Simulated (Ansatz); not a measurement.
# C5H8O: the cost of one run

The runs use Ansatz 0.2.0, Gaussian basis; the settings change from run to run.

### Step 1. The relaxed structure

An earlier PBE0-D4 in a triple-zeta def2 set relaxation fixed the geometry.

SMILES `CC1=CCCO1`, 14 atoms, charge 0, spin multiplicity 1.

Atoms are counted from 1 here; the program's logs count them from 0.

Bond lengths: C1–C2 1.478 Å, C1–H7 1.089 Å, C1–H8 1.094 Å, C1–H9 1.093 Å, C2–C3 1.331 Å, C2–O6 1.364 Å, C3–C4 1.501 Å, C3–H10 1.079 Å, C4–C5 1.533 Å, C4–H11 1.093 Å, C4–H12 1.097 Å, C5–O6 1.436 Å, C5–H13 1.095 Å, C5–H14 1.090 Å. Angles: C2–C1–H7 110.6°, C2–C1–H8 110.3°, C2–C1–H9 110.6°, H7–C1–H8 108.9°, H7–C1–H9 109.1°, H8–C1–H9 107.3°, C1–C2–C3 131.3°, C1–C2–O6 114.7°, C3–C2–O6 114.0°, C2–C3–C4 109.0°, C2–C3–H10 125.3°, C4–C3–H10 125.6°, C3–C4–C5 100.6°, C3–C4–H11 113.8°, C3–C4–H12 111.6°, C5–C4–H11 111.4°, C5–C4–H12 112.3°, H11–C4–H12 107.1° and more.

As a file:

```xyz
14
C5H8O
C    -0.8638    0.3986    1.9482
C    -0.2718    0.1022    0.6263
C     0.6755   -0.7586    0.2621
C     0.8314   -0.7119   -1.2305
C     0.0086    0.5385   -1.5621
O    -0.8003    0.8160   -0.4090
H    -0.4053   -0.2173    2.7207
H    -1.9400    0.2056    1.9335
H    -0.7264    1.4528    2.2031
H     1.1945   -1.4318    0.9269
H     1.8675   -0.6080   -1.5622
H     0.4289   -1.6140   -1.7074
H     0.6560    1.4056   -1.7308
H    -0.6550    0.4222   -2.4191
```

### Step 2. BCCD(T)/def2-mTZVP

This run has atoms shaken by 0.15 Å, 2 DIIS vectors, the search for lower states set to off.

The input, in.yaml:

```yaml
crystal:
  periodic: [false, false, false]
  atoms:
    - {symbol: C, position_ang: [-0.910912, 0.454830, 1.864861]}
    - {symbol: C, position_ang: [-0.158269, 0.291658, 0.433213]}
    - {symbol: C, position_ang: [0.901813, -0.912155, 0.467137]}
    - {symbol: C, position_ang: [0.784337, -0.611905, -1.415544]}
    - {symbol: C, position_ang: [0.314266, 0.445176, -1.281117]}
    - {symbol: O, position_ang: [-0.497217, 0.945221, -0.275601]}
    - {symbol: H, position_ang: [-0.180032, -0.129902, 2.769139]}
    - {symbol: H, position_ang: [-2.137681, 0.453393, 1.637578]}
    - {symbol: H, position_ang: [-0.879738, 1.671479, 2.115204]}
    - {symbol: H, position_ang: [1.402074, -1.386648, 0.896717]}
    - {symbol: H, position_ang: [1.976609, -0.494347, -1.397120]}
    - {symbol: H, position_ang: [0.585513, -1.320499, -1.556863]}
    - {symbol: H, position_ang: [0.754866, 1.425181, -1.618787]}
    - {symbol: H, position_ang: [-0.586438, 0.366406, -2.585152]}
basis:
  gaussian: {orbitals: def2-mTZVP}
hamiltonian: {xc: {name: HF}}
correlation: {method: bccd_t, diis_vectors: 2}
scf: {lower_state_search: off}
```

The run is started by

```sh
$ ansatz run in.yaml --threads 4 --pin off --events-out ev --progress --plain --max-ram 10444MiB
```

What time and memory should one allow on 4 threads of Arm Neoverse V1, shared host?

About 30 s, with a peak of 1.5 GiB.
